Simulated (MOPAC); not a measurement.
MOPAC input (MNDO):

```
MNDO 1SCF UHF MS=0.5 GEO-OK AUX(PRECISION=9) THREADS=1
C2H6N

C    -0.00717952 1   -0.17649498 1    1.18877778 1
N     0.04667122 1    0.63032333 1    0.00383616 1
C    -0.01782633 1   -0.16122431 1   -1.19083315 1
H     0.82239004 1   -0.89994531 1    1.21610482 1
H     0.04344444 1    0.44786648 1    2.08044412 1
H    -0.93390440 1   -0.76995637 1    1.22479698 1
H     0.81142397 1   -0.88421671 1   -1.23486430 1
H     0.02485300 1    0.47453211 1   -2.07483039 1
H    -0.94487047 1   -0.75422777 1   -1.22617215 1
```

From the last part of the output:

```
                                                       MOPAC v23.2.5 Linux

          FINAL HEAT OF FORMATION =         27.78226 KCAL/MOL =     116.24098 KJ/MOL

          COSMO AREA              =         89.34 SQUARE ANGSTROMS
          COSMO VOLUME            =         71.71 CUBIC ANGSTROMS

          IONIZATION POTENTIAL    =         10.942832 EV
          ALPHA SOMO LUMO (EV)    =        -10.951  3.431
          BETA  SOMO LUMO (EV)    =        -10.943  0.137
          NO. OF ALPHA ELECTRONS  =         10
          NO. OF BETA  ELECTRONS  =          9
          MOLECULAR WEIGHT        =         44.0761         POINT GROUP:  C2v

          MOLECULAR DIMENSIONS (Angstroms)

            Atom       Atom       Distance
            H     8    H     5     4.15540
            H     7    H     6     1.76112
            N     2    H     4     1.46143

          SCF CALCULATIONS        =          1

   ATOM   CHEMICAL          X               Y               Z
  NUMBER   SYMBOL      (ANGSTROMS)     (ANGSTROMS)     (ANGSTROMS)

     1       C         -0.00717952  *  -0.17649498  *   1.18877778  *
     2       N          0.04667122  *   0.63032333  *   0.00383616  *
     3       C         -0.01782633  *  -0.16122431  *  -1.19083315  *
     4       H          0.82239004  *  -0.89994531  *   1.21610482  *
     5       H          0.04344444  *   0.44786648  *   2.08044412  *
     6       H         -0.93390440  *  -0.76995637  *   1.22479698  *
     7       H          0.81142397  *  -0.88421671  *  -1.23486430  *
     8       H          0.02485300  *   0.47453211  *  -2.07483039  *
     9       H         -0.94487047  *  -0.75422777  *  -1.22617215  *

                             CARTESIAN COORDINATES

   1    C       -0.007179520    -0.176494980     1.188777780
   2    N        0.046671220     0.630323330     0.003836160
   3    C       -0.017826330    -0.161224310    -1.190833150
   4    H        0.822390040    -0.899945310     1.216104820
   5    H        0.043444440     0.447866480     2.080444120
   6    H       -0.933904400    -0.769956370     1.224796980
   7    H        0.811423970    -0.884216710    -1.234864300
   8    H        0.024853000     0.474532110    -2.074830390
   9    H       -0.944870470    -0.754227770    -1.226172150

           Empirical Formula: C2 H6 N  =     9 atoms

      MOLECULAR POINT GROUP   :   C2v

          ALPHA EIGENVALUES
 -38.33760 -30.00284 -23.92243 -16.22085 -16.17216 -15.73055 -14.00006 -13.48254
 -11.57179 -10.95061   3.43112   3.75176   3.92235   3.96741   4.35505   5.01176
   5.29460   6.06040

           BETA EIGENVALUES
 -37.29795 -30.00331 -22.61352 -15.90796 -15.57620 -15.27365 -13.84604 -13.45157
 -10.94283   0.13702   3.71988   3.79606   3.92763   4.42905   4.66519   5.07661
   5.32926   6.38849

              NET ATOMIC CHARGES AND DIPOLE CONTRIBUTIONS

  ATOM NO.   TYPE          CHARGE      No. of ELECS.   s-Pop       p-Pop
    1          C           0.074617        3.9254     1.21682     2.70857
    2          N          -0.197735        5.1977     1.78203     3.41570
    3          C           0.074617        3.9254     1.21682     2.70857
    4          H           0.002406        0.9976     0.99759
    5          H           0.019438        0.9806     0.98056
    6          H           0.002406        0.9976     0.99759
    7          H           0.002406        0.9976     0.99759
    8          H           0.019438        0.9806     0.98056
    9          H           0.002406        0.9976     0.99759
 DIPOLE           X         Y         Z       TOTAL
 POINT-CHG.    -0.050    -0.672    -0.004     0.674
 HYBRID        -0.077    -1.035    -0.006     1.038
 SUM           -0.126    -1.707    -0.010     1.711

          ATOMIC ORBITAL ELECTRON POPULATIONS

     Atom    s        px        py        pz
    1  C   1.21682   0.91350   0.89274   0.90233
    2  N   1.78203   1.04416   1.34496   1.02658
    3  C   1.21682   0.91345   0.89370   0.90141
    4  H   0.99759
    5  H   0.98056
    6  H   0.99759
    7  H   0.99759
    8  H   0.98056
    9  H   0.99759

                    (SZ)    =    0.500000
                    (S**2)  =    0.756009

          ATOMIC ORBITAL SPIN POPULATIONS

    Atom   Total    s     px     py     pz
         Atomic
    1  C -0.0792 -0.007 -0.030 -0.018 -0.024
    2  N  0.9731  0.025  0.897  0.015  0.036
    3  C -0.0792 -0.007 -0.030 -0.018 -0.024
    4  H  0.0452  0.045
    5  H  0.0023  0.002
    6  H  0.0452  0.045
    7  H  0.0452  0.045
    8  H  0.0023  0.002
    9  H  0.0452  0.045

 **********************
 *                    *
 * JOB ENDED NORMALLY *
 *                    *
 **********************

 == MOPAC DONE ==
```
